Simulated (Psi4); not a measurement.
Psi4 input (wB97X-D/6-311+G**):

```
memory 1500 MB

molecule {
0 1
C    -0.00139165   -0.00334083    0.58589379
C     0.00267198    1.27254219   -0.25206775
C    -0.00144008   -1.26958484   -0.26657299
H    -0.87744234   -0.00566370    1.24134070
H     0.87153550   -0.00851641    1.24547871
H     0.00264334    2.16564392    0.37573330
H    -0.00436951   -2.16978780    0.35099555
H     0.88562788    1.31645313   -0.89469099
H    -0.87708528    1.31932823   -0.89886150
H    -0.88133215   -1.30614068   -0.91384229
H     0.88138101   -1.30901578   -0.90967178
symmetry c1
no_reorient
no_com
}

set {
  basis 6-311+G**
  reference rks
  scf_type df
  df_basis_scf def2-universal-jkfit
  dft_radial_points 99
  dft_spherical_points 590
  e_convergence 1e-8
  d_convergence 1e-7
  maxiter 150
}

e = energy('wb97x-d')
print_out(f'\nFINAL {e:.10f} DIPOLE {variable("CURRENT DIPOLE")[0]:.6f} {variable("CURRENT DIPOLE")[1]:.6f} {variable("CURRENT DIPOLE")[2]:.6f}\n')
```

Task: Predict the final energy.

Result: -119.13768 Eh.
